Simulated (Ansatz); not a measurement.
Input file for Ansatz (a quantum-chemistry and plane-wave program): U-PBE/def2-TZVPP on SiH2 (SMILES [SiH2]), 2S+1 = 3, atoms moved off the minimum.

Ansatz 0.2 input:
```yaml
crystal:
  periodic: [false, false, false]
  atoms:
    - {symbol: Si, position_ang: [0.01431086, 0.08497329, 0.01027049]}
    - {symbol: H, position_ang: [-1.26614271, -0.72080740, -0.04344227]}
    - {symbol: H, position_ang: [1.27399962, -0.63864479, -0.03439541]}
basis:
  gaussian:
    orbitals: def2-TZVPP
hamiltonian:
  xc: {name: PBE}
magnetization: {spin_polarized: true, initial_magnetization: 2}
output: {forces: true}
```

Q: What total energy does the run end on?

A: -290.4319 hartree.
